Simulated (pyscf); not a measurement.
PySCF, gas phase, ωB97X-D3(BJ)/def2-SVP geometries.

Question: How much does it cost (ΔH, 298 K, ωB97M-D3(BJ)/def2-TZVP) to split HO–Nb(OH)(F)(F)–F at its Nb–O bond into OH• + [HO–Nb(F)(F)–F]•?

Answer: Nb–O to OH• + [HO–Nb(F)(F)–F]•: 92.6 kcal/mol. The 7 functionals that were run give +92.2 (M06-2X) to +102.2 kcal/mol (PBE). The radicals are drawn with the spin at the cut bond; how far it spreads was not checked. Other isomers of [HO–Nb(F)(F)–F]• were not searched in full and may lie lower. Left out: the spin-orbit lowering of OH. Open-shell species with a d-block atom are single-reference here; other states, and whether the spin sits on metal or ligand, were not checked. Elements past Kr carry the def2 core potentials, without spin-orbit coupling.
